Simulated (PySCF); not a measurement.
Compound: ethyl methyl sulfide, C3H8S.
Geometry (PBE0-D3(BJ)/def2-SVP, Å), atoms numbered from 1 in this order:
```
atom  x, y, z in Å
C1    -1.524   -0.222    0.270
C2    -0.517    0.828   -0.160
S3     1.060    0.170   -0.772
C4     1.770   -0.467    0.759
H5    -2.475    0.249    0.568
H6    -1.728   -0.927   -0.549
H7    -1.162   -0.803    1.132
H8    -0.307    1.543    0.654
H9    -0.908    1.420   -1.003
H10    1.189   -1.305    1.173
H11    2.776   -0.834    0.513
H12    1.864    0.326    1.516
```

All values: PBE0/def2-SVPD (PySCF, non-relativistic), on one gas-phase PBE0-D3(BJ)/def2-SVP geometry that isn't relaxed in the solvent. The solvent is an IEF-PCM continuum (cavity from Bondi-type radii × 1.2), and excitations are vertical TDDFT with non-equilibrium linear response and a frozen core. Specific hydrogen bonds and non-electrostatic terms are outside this model.

```
run  E − E(gas) (kcal/mol)  HOMO (eV)  HOMO–LUMO gap (eV)  dipole (D)  lowest singlet (eV)  static polarisability (au)
gas                   0.00      -6.29                6.93        1.73                 5.48                        60.8
  P                  -1.51      -6.34                7.04        2.03                 5.52                        69.7
  Q                  -3.42      -6.45                7.15        2.47                 5.60                        83.4
```

The runs were made in benzene and methanol. Which run belongs to which solvent?

P = benzene, Q = methanol. The dielectric constants are 2.271 (benzene), 32.61 (methanol), and the energy falls further as ε rises. The optical constants n² used for the excitations are 2.25, 1.77 in the same order. In this model the ground state sees the solvent through ε alone.

How constant is the ratio of the lowering to (ε − 1)/(2ε + 1)?

| solvent | (ε − 1)/(2ε + 1) | E − E(gas) (kcal/mol) | ratio (kcal/mol) | polarisation term (kcal/mol) |
| --- | --- | --- | --- | --- |
| benzene | 0.229 | -1.51 | -6.6 | -1.64 |
| methanol | 0.477 | -3.42 | -7.2 | -4.11 |

The ratio changes by +8.7 % in size from benzene to methanol. The polarisation term is half the interaction of the solute with the induced surface charges.
